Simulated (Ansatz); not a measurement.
We consider α-N2, described by LDA (PAW; Ansatz, a first-principles code).

Run with plane-wave cutoff 520 eV, 6×6×6 k mesh, Fermi–Dirac smearing 0.01 eV, scalar-relativistic PAW data made under PBE.

The cell has the measured lattice parameters. Conventional cell: a = 5.6670 Å, b = 5.6670 Å, c = 5.6670 Å, α = 90.00°, β = 90.00°, γ = 90.00°.

```
CELL_PARAMETERS angstrom
      5.66700     0.00000     0.00000
      0.00000     5.66700     0.00000
      0.00000     0.00000     5.66700
ATOMIC_POSITIONS crystal
  N  0.94431 0.55569 0.44431
  N  0.44431 0.94431 0.55569
  N  0.94431 0.94431 0.94431
  N  0.05569 0.05569 0.05569
  N  0.55569 0.44431 0.94431
  N  0.55569 0.05569 0.44431
  N  0.44431 0.55569 0.05569
  N  0.05569 0.44431 0.55569
```

Question: List the 26 lowest band energies at Γ above −25 eV (eV, relative to the valence band maximum), grouping those that round alike.

Answer: At Γ: -18.09, -18.04 (×3), -3.29 (×3), -3.10, -1.84 (×3), -1.66 (×2), -1.49 (×3), -0.93, -0.02 (×3), 7.33 (×3), 8.21 (×3).

Note: cell and atoms aren't relaxed at this level (pressure -0.5 GPa).
